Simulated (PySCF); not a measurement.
# S3, singlet: structure and spectrum

These are results of PySCF, PBE0, basis S def2-TZVP (no relativity, density fitting), not measurements.

The structure is a minimum.

Z-matrix (Å, degrees; charge 0 multiplicity 1):
```
S
S  1 1.9046
S  1 1.9046 2 118.05
```

```json
{
 "Point group": "C2v",
 "Bond lengths": "S–S 1.905 Å (×2)",
 "Bond angles": "S–S–S 118.1°",
 "Enthalpy at 298.15 K above 0 K": "11.76 kJ/mol",
 "Rotational constants": "0.8232, 0.09886, 0.08826 cm⁻¹",
 "Entropy at 298.15 K and 1 bar": "273.7 J/(mol K)",
 "Principal polarisabilities": "29.8, 40.2, 98.5 bohr³",
 "Zero-point energy": "9.8 kJ/mol",
 "Principal quadrupole moments (Buckingham, traceless) about the centre of mass": "-0.96, -0.79, 1.75 D Å",
 "Rotational symmetry number": "2",
 "Atomisation energy without zero-point energy": "694 kJ/mol",
 "Lowest empty level": "-4.30 eV",
 "Dipole moment": "0.50 D",
 "Highest occupied level": "-7.57 eV",
 "Heat capacity Cp at 298.15 K": "47.8 J/(mol K)"
}
```

Harmonic modes (masses in u: S 31.972):
```csv
symmetry,ω (cm⁻¹),IR (km/mol),type
a1,271,1.1,bend
a1,630,3.0,stretch
b2,731,140,stretch
```

In C2v the vibrations span 2a1 + b2. Here b1 is antisymmetric to the molecular plane and b2 lies in it.

Charges (e):
| atom | Mulliken | Löwdin | polar tensor | Mayer order to S1 |
| --- | --- | --- | --- | --- |
| S1 | 0.25 | 0.13 | 0.69 | – |
| S2,3 | -0.12 | -0.07 | -0.34 | 1.74 |
Other Mayer orders above 0.3: S–S 0.44.

Mulliken populations on S1: s 5.80, p 9.55, d 0.38, f 0.02.

Outer orbital energies (eV). occupied: -20.83, -16.40, -12.18, -11.58, -11.43, -8.03, -7.65, -7.57; empty: -4.30, -0.80, 0.48, 4.12.

Only a few start shapes were tried, so a lower isomer may exist.

The final relaxation and frequency run took 31 s on 2 threads of a shared Arm Neoverse N1 host, with 111 basis functions and 8 gradients; the process peaked at 0.95 GiB.
